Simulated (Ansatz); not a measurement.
Isolated molecules relaxed with PBE0-D4/def2-TZVP in Ansatz; ΔE leaves out vibrations. CBS: MP2 limit from def2 TZ/QZ plus the TZ coupled-cluster correction, frozen cores. One conformer a species, not always the lowest.

Consider the isomerisation: `C=NC` → `CC=N`.

```json
{"level": "MP2/def2-SVP", "ΔE (kcal/mol)": "-8.2"}
{"level": "CCSD/def2-TZVPP", "ΔE (kcal/mol)": "-8.9"}
```

**Question.** What does CCSD(T)/CBS give? (Estimate.)

**Answer.** Computed: -9.0 kcal/mol. The listed levels differ from it by 0.8, 0.1 kcal/mol.

Largest T1 diagnostic among the species: 0.012.

From BLYP to BHLYP (50 % exact exchange), in def2-TZVPP and without D4, ΔE moves by −0.7 kcal/mol. At CCSD(T), def2-SVP lies +1.3 kcal/mol from the extrapolated value and def2-TZVPP +0.2 kcal/mol.
